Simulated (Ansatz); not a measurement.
The input, for Ansatz 0.2.0:

```yaml
crystal:
  periodic: [false, false, false]
  atoms:
    - {symbol: Ge, position_ang: [-0.019400, 0.000000, 0.692332]}
    - {symbol: P, position_ang: [0.103187, -0.000001, -1.626866]}
    - {symbol: H, position_ang: [0.708145, -1.251254, 1.209657]}
    - {symbol: H, position_ang: [0.708144, 1.251256, 1.209656]}
    - {symbol: H, position_ang: [-1.462963, 0.000000, 1.222775]}
    - {symbol: H, position_ang: [-0.863073, -1.031331, -1.771848]}
    - {symbol: H, position_ang: [-0.863074, 1.031328, -1.771848]}
basis:
  gaussian: {orbitals: STO-3G}
total_charge: 1
magnetization: {spin_polarized: false, initial_magnetization: 1}
correlation: {method: sc_nevpt2, electrons: all, active_space: {window: {electrons: 5, orbitals: 4}}}
accuracy: high
```

```sh
$ ansatz run in.yaml --threads 1 --pin off --events-out ev --progress --plain --max-ram 2393MiB
```

Task: Roughly how long does this take on 1 thread of Intel Xeon, shared host, and how much host memory?

Result: 8 s wall and 0.11 GiB.

```
504 factors; integrals over basis functions are off by at most 3.6e-9 eV
mean field evaluation 1: about -65071.3786 eV, gradient 8.3e0 eV
mean field evaluation 2: about -65071.3940 eV, gradient 8.2e0 eV
mean field evaluation 4: about -65071.9688 eV, gradient 6.8e-1 eV
mean field evaluation 8: about -65071.9743 eV, gradient 3.6e-7 eV
mean field -65071.97433717 eV, -2391.3509495227 hartree, gradient 2.5e-8 eV, S^2 0.750000; 0 other end points of the search recorded, 0 dependent functions left out
reference -65071.97433717 eV, -2391.3509495227 hartree; 26, 25 occupied and 6, 7 virtual orbitals, 504 factors
state -65072.54153616 eV, -2391.3717937009 hartree
state -65072.54153616 eV, -2391.3717937009 hartree; corrected -65074.24910995 eV, -2391.4345458804 hartree
state -65072.23814506 eV, -2391.3606442836 hartree
state -65072.23814506 eV, -2391.3606442836 hartree; corrected -65074.13210925 eV, -2391.4302461841 hartree
state -65072.54153616 eV, -2391.3717937009 hartree; corrected -65074.24910995 eV, -2391.4345458804 hartree
Total energy: -65074.24910995 eV, -2391.4345458804 hartree
```

Natural occupations: 1.9983 1.9679 1.0011 0.0328.
